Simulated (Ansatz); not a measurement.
# BSiNH (doublet): from Hartree-Fock to the top rungs, cc-pVTZ

An exercise on one series of results from a longer session: the logs are not shown, and one member is left open.

Program: Ansatz 0.2.0, Gaussian basis. Level of theory: cc-pVTZ, core rule «outside noble gas», up to 7 orbitals frozen. These are calculated values, not measurements.

To be run: UHF; CCSD(T) on ROHF; CCSD(T) on UHF; BCCD(T) on ROHF; CCSDT(Q) on ROHF; CCSDT(Q) on UHF.

5 further runs of the same task are left out: 5 set aside as unsound or not needed. Runs told in other sessions of the task aren't counted.

## What is computed

The geometry is a PBE0/def2-TZVP stationary point (not a proven minimum).

4 atoms, charge 0, spin multiplicity 2.

Atoms are counted from 1 here; the program's logs count them from 0.

Bond lengths: B1–N2 1.375 Å, B1–Si3 1.996 Å, N2–Si3 1.766 Å, N2–H4 1.011 Å. Angles: N2–B1–Si3 59.8°, B1–N2–Si3 77.8°, B1–N2–H4 141.7°, Si3–N2–H4 140.4°, B1–Si3–N2 42.3°.

Set-up of the first run:

Contents of in.yaml:

```yaml
crystal:
  periodic: [false, false, false]
  atoms:
    - {symbol: B, position_ang: [0.000000, -0.897712, 0.910090]}
    - {symbol: N, position_ang: [0.000000, 0.476424, 0.875935]}
    - {symbol: Si, position_ang: [0.000000, 0.061811, -0.840355]}
    - {symbol: H, position_ang: [0.000000, 1.285841, 1.482090]}
basis:
  gaussian: {orbitals: cc-pVTZ}
magnetization: {spin_polarized: true, initial_magnetization: 1}
hamiltonian: {xc: hf}
output: {orbitals: {seedname: orbitals}}
```

Command:

```bash
> ansatz run in.yaml --threads 1 --pin off --events-out ev --progress --plain --max-ram 4096MiB --backend cpu
```

Among the steps run: UHF; CCSD(T) on ROHF; CCSD(T) on UHF; BCCD(T) on ROHF; CCSDT(Q) on ROHF; CCSDT(Q) on UHF.

One of the session's tables, all rows but one given; the rest of the session is left out.

| method | from UCCSDT(Q) (kcal/mol) |
| --- | --- |
| ROHF | +262.78 |
| UHF | +260.15 |
| RMP2 | +28.86 |
| UMP2 | +29.13 |
| RCCSD | +14.86 |
| UCCSD | +14.69 |
| RCCSD(T) | +1.53 |
| UCCSD(T) | +1.52 |
| BCCD(T) | ? |
| RCCSDT | +1.02 |
| UCCSDT | +0.99 |
| RCCSDT(Q) | +0.09 |
| UCCSDT(Q) | 0 |

Estimate the missing values for BCCD(T).

**Answer.** from UCCSDT(Q) (kcal/mol): +1.40. In the column «from UCCSDT(Q) (kcal/mol)» it lies between RCCSDT (+1.02) and UCCSD(T) (+1.52).

With the free atoms at the same levels and basis (separate runs), the atomisation energy is 12.896 eV at UCCSDT(Q), 12.879 eV at RCCSD(T), 12.873 eV at UCCSD(T), 8.844 eV at ROHF.

Limits of these values: Restricted and unrestricted rows rest on different reference determinants; a gap between their highest levels can come from leftover correlation error, from unlike frozen cores or from another state.
